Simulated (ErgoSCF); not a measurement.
**CH6B− ([BMeH3]-) at 4 levels**

We compute a comparison of 4 runs (HF/STO-3G, HF/def2-SVP, PBE0/def2-SVP, PBE/def2-TZVP) of CH6B− ([BMeH3]-). 

Program for the calculation: ErgoSCF 3.8.

## (1) The structure to begin with

CH6B− has 8 atoms, charge -1, and is taken as a singlet. SMILES: `[H][B-]([H])([H])C`. The coordinates come from a GFN2-xTB relaxation.

Bond lengths: B1–C2 1.649 Å, C2–H3 1.096 Å, C2–H4 1.096 Å, C2–H5 1.096 Å, B1–H6 1.231 Å, B1–H7 1.231 Å, B1–H8 1.232 Å. Some angles: B1–C2–H3 112.2°, B1–C2–H4 112.2°, B1–C2–H5 112.2°, C2–B1–H6 110.2°, C2–B1–H7 110.2°, C2–B1–H8 110.2°, H3–C2–H4 106.6°, H3–C2–H5 106.6°, H4–C2–H5 106.6°, H6–B1–H7 108.7°.

## (2) A single-point energy at HF/STO-3G (run 1)

File input.xyz:

```xyz
8

B     -0.002120     0.003030    -0.820260
C      0.002160    -0.002850     0.828840
H     -1.010180     0.041900     1.245300
H      0.550190     0.849940     1.244930
H      0.469650    -0.905360     1.238890
H      1.151450    -0.035240    -1.249110
H     -0.546150     1.024230    -1.240270
H     -0.615010    -0.975650    -1.248310
```

File run.inp:

```
# single point, CH6B
set_nthreads("env")
molecule "input.xyz"
tmpdir = "."
charge = -1
scf.use_diagonalization = 1
scf.max_number_of_iterations = 120
spin_polarization = 0
scf.output_mulliken_pop = 1
basis = "STO-3G"
run "HF"
```

The basis set STO-3G is read from a file made from the Basis Set Exchange's data (not shown).

Launch:

```console
$ ergo < run.inp
```

Log:

```text
[...]
INSC SCF_general constructor, number of basis functions: 16
[...]
INSC Energy   1 =        -48.67602706583
[...]
INDE E_LUMO =          0.92755654898
[...]
INSC Energy   9 =        -65.14029124284  ( diff     -0.000000000001677 )
[...]
RESC CONVERGED after   9 iterations.
RESC FINAL ENERGY:        -65.14029124284
[...]
INSC SCF: dipole_moment_x [atomic units] =       0.00302611
INSC SCF: dipole_moment_y [atomic units] =      -0.00430105
INSC SCF: dipole_moment_z [atomic units] =       1.26915729
[...]
```

It took 0.64 s on 1 thread of Arm Neoverse V2, shared host; peak memory 0.26 GiB.

## (3) A single-point energy at HF/def2-SVP (run 2)

File mol.xyz:

```xyz
8

B     -0.002120     0.003030    -0.820260
C      0.002160    -0.002850     0.828840
H     -1.010180     0.041900     1.245300
H      0.550190     0.849940     1.244930
H      0.469650    -0.905360     1.238890
H      1.151450    -0.035240    -1.249110
H     -0.546150     1.024230    -1.240270
H     -0.615010    -0.975650    -1.248310
```

File ergo.in:

```
# CH6B, HF
set_nthreads(1)
molecule "mol.xyz"
basis = "def2-SVP"
charge = -1
tmpdir = "."
scf.max_number_of_iterations = 120
scf.use_diagonalization = 1
spin_polarization = 0
scf.output_mulliken_pop = 1
run "HF"
```

The basis set def2-SVP is read from a file made from the Basis Set Exchange's data (not shown).

Launch:

```console
$ ergo < ergo.in
```

Log:

```text
[...]
INSC SCF_general constructor, number of basis functions: 58
[...]
INSC Energy   1 =        -14.58030834393
[...]
INDE E_LUMO =          0.37118277685
[...]
INSC Energy  13 =        -65.96844948890  ( diff     -0.000000000000142 )
[...]
RESC CONVERGED after  13 iterations.
RESC FINAL ENERGY:        -65.96844948890
[...]
INSC SCF: dipole_moment_x [atomic units] =       0.00314804
INSC SCF: dipole_moment_y [atomic units] =      -0.00428392
INSC SCF: dipole_moment_z [atomic units] =       1.33595337
[...]
```

It took 5.7 s on 1 thread of Arm Neoverse V2, shared host; peak memory 0.26 GiB.

Run 3 isn't shown in full; the table further down has it.

## (4) The energy at PBE/def2-TZVP (run 4)

File input.ego:

```
set_nthreads("env")
molecule_inline
B   -0.00400622   0.00572587  -1.55006675
C    0.00408181  -0.00538572   1.56628060
H   -1.90896354   0.07917952   2.35327594
H    1.03970842   1.60615382   2.35257674
H    0.88750987  -1.71088244   2.34116280
H    2.17592515  -0.06659395  -2.36047580
H   -1.03207392   1.93551419  -2.34377062
H   -1.16220046  -1.84371129  -2.35896402
EOF
scf.output_mulliken_pop = 1
charge = -1
XC.angint = 41
spin_polarization = 0
XC.sparse_mode = 0
basis = "def2-TZVP"
scf.use_diagonalization = 1
tmpdir = "."
XC.radint = 1e-11
scf.max_number_of_iterations = 120
run "PBE"
```

The basis set def2-TZVP is read from a file made from the Basis Set Exchange's data (not shown).

Launch:

```console
$ ergo input.ego
```

Log:

```text
[...]
INDF Weighted mixed functional:
[...]
INSC Energy   1 =        -14.49999913453
[...]
INDE E_LUMO =          0.19213119254
[...]
INSC Energy  13 =        -66.48129335443  ( diff     -0.000000000003155 )
[...]
RESC CONVERGED after  13 iterations.
RESC FINAL ENERGY:        -66.48129335443
[...]
INSC SCF: dipole_moment_x [atomic units] =       0.00305359
INSC SCF: dipole_moment_y [atomic units] =      -0.00424699
INSC SCF: dipole_moment_z [atomic units] =       1.28125654
[...]
```

Run time: 22 s. Hardware: 1 thread of Arm Neoverse V2, shared host; peak memory 0.26 GiB.

## (5) The series

```csv
run,level,integration grid,radint,energy (Eh),wall time
1,HF/STO-3G,–,–,-65.140291,0.64 s
2,HF/def2-SVP,–,–,-65.968449,5.7 s
3,PBE0/def2-SVP,Turbo,1e-11,-66.422976,8.1 s
4,PBE/def2-TZVP,Turbo,1e-11,-66.481293,22 s
```

## (6) Outcome

| quantity | value |
| --- | --- |
| run 4: total energy | -66.48129 Eh |

In words: Totals of different functionals can't be ranked against each other. In run 1 the basis is minimal, so the values are rough. All runs together took 36 s, the longest 22 s.
